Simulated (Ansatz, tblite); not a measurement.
# AsH3: which spin state is lowest

Aim: set other spin states of AsH3 against its singlet, on many levels of theory.

The runs use Ansatz 0.2.0, Gaussian basis; as each input shows.

Levels to be run: triplet, at the geometry of the singlet (GFN1-xTB, GFN2-xTB, PBE0-D4/def2-TZVP, PBE-D4/def2-TZVP, r2SCAN-D4/def2-TZVP); the singlet's energies come from earlier runs.

## 1. The geometry

The geometry is that of the singlet, from an earlier relaxation (PBE-D4/def2-TZVP).

4 atoms, charge 0, spin multiplicity 1.

Bond lengths: As1–H2 1.536 Å, As1–H3 1.536 Å, As1–H4 1.536 Å. Angles: H2–As1–H3 91.1°, H2–As1–H4 91.1°, H3–As1–H4 91.1°.

## 2. Triplet at the fixed geometry, GFN1-xTB

Tight binding, by tblite at 300 K electronic temperature and without a spin-polarisation term:

```python
tblite.interface.Calculator('GFN1-xTB', numbers, positions, charge=0, uhf=2).singlepoint()
```

Energy -101.7911 eV; 0.002 s.

## 3. Triplet at the fixed geometry, GFN2-xTB

Tight binding, by tblite at 300 K electronic temperature and without a spin-polarisation term:

```python
tblite.interface.Calculator('GFN2-xTB', numbers, positions, charge=0, uhf=2).singlepoint()
```

Energy -99.2893 eV; 0.001 s.

## 4. Triplet at the fixed geometry, PBE0-D4/def2-TZVP

Input file in.yaml:

```yaml
crystal:
  periodic: [false, false, false]
  atoms:
    - {symbol: As, position_ang: [-0.005381, 0.005339, 0.651963]}
    - {symbol: H, position_ang: [1.267301, -0.030291, -0.206682]}
    - {symbol: H, position_ang: [-0.606184, 1.108496, -0.231422]}
    - {symbol: H, position_ang: [-0.655736, -1.083554, -0.213859]}
basis:
  gaussian: {orbitals: def2-TZVP}
magnetization: {spin_polarized: true, initial_magnetization: 2}
hamiltonian: {xc: pbe0, dispersion: d4}
scf: {omitted_lower_state_checks: [starts]}
output: {orbitals: {seedname: orbitals}}
```

Started as:

```
> ansatz run in.yaml --threads 2 --pin off --events-out ev --progress --plain --max-ram 4352MiB
```

Standard output:

```text
Functional definition: PBE0
  name "PBE0"
  cite "Adamo & Barone, J. Chem. Phys. 110, 6158 (1999) doi:10.1063/1.478522"
  cite "Perdew, Burke & Ernzerhof, Phys. Rev. Lett. 77, 3865 (1996) doi:10.1103/PhysRevLett.77.3865"
  parent pbe
  parameter a = 0.25
  parameter kappa = 0.804
  parameter beta = 0.06672455060314922
  exchange = (1 - a)*pbe_x(kappa = kappa, mu = beta*pi^2/3) + a*exact_x
  correlation = pbe_c(beta = beta)
these checks for a lower state are left out or cut short: starts
474 factors; integrals over basis functions are off by at most 8.2e-4 eV
mean field evaluation 1: about -60875.8145 eV, gradient 1.1e1 eV
mean field evaluation 2: about -60876.1195 eV, gradient 9.0e0 eV
mean field evaluation 4: about -60876.3956 eV, gradient 4.8e-1 eV
mean field evaluation 8: about -60876.4387 eV, gradient 5.5e-2 eV
mean field evaluation 16: about -60876.4388 eV, gradient 7.0e-4 eV
mean field evaluation 32: about -60876.4391 eV, gradient 5.0e-2 eV
mean field -60876.43920442 eV, -2237.1678772300 hartree, gradient 2.2e-6 eV, S^2 2.006191; 0 other end points of the search recorded, 0 dependent functions left out
reference -60876.43922850 eV, -2237.1678781150 hartree; 19, 17 occupied and 47, 49 virtual orbitals, 474 factors
Total energy: -60876.46632171 eV, -2237.1688737719 hartree
Checks for a lower state left out: starts
```

Run time: 3.4 s. Hardware: 2 threads of Intel Xeon 6975P-C, shared host.

Report: HOMO -2.29 eV, LUMO -5.51 eV (over both spins; with the spin held, an empty level of the minority spin lies below the top filled one); ⟨S²⟩ 2.006 (pure: 2.00).

## 5. Triplet at the fixed geometry, PBE-D4/def2-TZVP

start.molden holds the orbitals of an earlier run on this state, given as this run's starting guess.

in.yaml: that of step 4 with these lines changed.

```diff
@@ -8,5 +8,5 @@
 basis:
-  gaussian: {orbitals: def2-TZVP}
+  gaussian: {orbitals: def2-TZVP, initial_orbitals: start.molden}
 magnetization: {spin_polarized: true, initial_magnetization: 2}
-hamiltonian: {xc: pbe0, dispersion: d4}
+hamiltonian: {xc: pbe, dispersion: d4}
 scf: {omitted_lower_state_checks: [starts]}
```

The command is unchanged.

Standard output:

```text
Functional definition: PBE
  name "PBE"
  cite "Perdew, Burke & Ernzerhof, Phys. Rev. Lett. 77, 3865 (1996) doi:10.1103/PhysRevLett.77.3865"
  parent pbe
  parameter kappa = 0.804
  parameter beta = 0.06672455060314922
  exchange = pbe_x(kappa = kappa, mu = beta*pi^2/3)
  correlation = pbe_c(beta = beta)
these checks for a lower state are left out or cut short: starts
505 factors; their error is unknown
mean field evaluation 1: about -60874.5421 eV, gradient 5.6e0 eV
mean field evaluation 2: about -60874.5931 eV, gradient 7.0e-2 eV
mean field evaluation 4: about -60874.5713 eV, gradient 1.1e0 eV
mean field evaluation 8: about -60874.5911 eV, gradient 7.9e-3 eV
mean field evaluation 16: about -60874.5911 eV, gradient 8.3e-6 eV
mean field -60874.59113895 eV, -2237.0999620767 hartree, gradient 8.3e-6 eV, S^2 2.004390; 0 other end points of the search recorded, 0 dependent functions left out
reference -60874.59117107 eV, -2237.0999632569 hartree; 19, 17 occupied and 47, 49 virtual orbitals, 505 factors
Total energy: -60874.62440465 eV, -2237.1011845685 hartree
Checks for a lower state left out: starts
```

Run time: 0.8 s. Hardware: 2 threads of Intel Xeon 6975P-C, shared host.

Report: HOMO -1.39 eV, LUMO -6.64 eV (over both spins; with the spin held, an empty level of the minority spin lies below the top filled one); ⟨S²⟩ 2.004 (pure: 2.00).

## 6. Triplet at the fixed geometry, r2SCAN-D4/def2-TZVP

in.yaml: that of step 5 with these lines changed.

```diff
@@ -10,3 +10,3 @@
 magnetization: {spin_polarized: true, initial_magnetization: 2}
-hamiltonian: {xc: pbe, dispersion: d4}
+hamiltonian: {xc: r2scan, dispersion: d4}
 scf: {omitted_lower_state_checks: [starts]}
```

Launched as before.

Standard output:

```text
Functional definition: r2SCAN
  name "r2SCAN"
  cite "Furness, Kaplan, Ning, Perdew & Sun, J. Phys. Chem. Lett. 11, 8208 (2020) doi:10.1021/acs.jpclett.0c02405"
  cite "Furness, Kaplan, Ning, Perdew & Sun, J. Phys. Chem. Lett. 11, 9248 (2020) doi:10.1021/acs.jpclett.0c03077"
  parent r2scan
  parameter k0 = 0.174
  parameter k1 = 0.065
  parameter a1 = 4.9479
  exchange = r2scan_x(k0 = k0, k1 = k1, a1 = a1)
  correlation = r2scan_c
these checks for a lower state are left out or cut short: starts
505 factors; their error is unknown
mean field evaluation 1: about -60883.6243 eV, gradient 4.2e0 eV
mean field evaluation 2: about -60883.6467 eV, gradient 4.3e-2 eV
mean field evaluation 4: about -60883.6250 eV, gradient 1.1e0 eV
mean field evaluation 8: about -60883.6508 eV, gradient 2.4e-2 eV
mean field -60883.65078589 eV, -2237.4328979606 hartree, gradient 8.9e-6 eV, S^2 2.008831; 0 other end points of the search recorded, 0 dependent functions left out
reference -60883.65079600 eV, -2237.4328983324 hartree; 19, 17 occupied and 47, 49 virtual orbitals, 505 factors
Total energy: -60883.65804524 eV, -2237.4331647368 hartree
Checks for a lower state left out: starts
```

It took 1.8 s on 2 threads of Intel Xeon 6975P-C, shared host.

From the report: HOMO -1.61 eV, LUMO -6.19 eV (over both spins; with the spin held, an empty level of the minority spin lies below the top filled one); ⟨S²⟩ 2.009 (pure: 2.00).

## 7. Triplet less singlet, vertical

The singlet's energies are those of its earlier runs, whose logs aren't repeated here.

```
              level  triplet less singlet, vertical (kJ/mol)     time
           GFN1-xTB                                   +603.6  0.006 s
           GFN2-xTB                                   +603.6  0.002 s
   PBE-D4/def2-TZVP                                   +569.1    1.1 s
r2SCAN-D4/def2-TZVP                                   +566.8    2.2 s
  PBE0-D4/def2-TZVP                                   +569.1    3.9 s
```

Times add the two runs; a level without a time comes out of a correlated run. Tight binding without a spin term can't rank spin states.

## 8. Outcome

| quantity | value |
| --- | --- |
| triplet less singlet, vertical, functionals in def2-TZVP | +566.8 (r2SCAN-D4) to +569.1 kJ/mol (PBE0-D4) |

All functionals put the triplet above the singlet, over a spread of 2.4 kJ/mol. The checks for a lower triplet were left out, so another state of that spin may lie lower. These are electronic energies, without zero-point motion, entropy or surroundings.
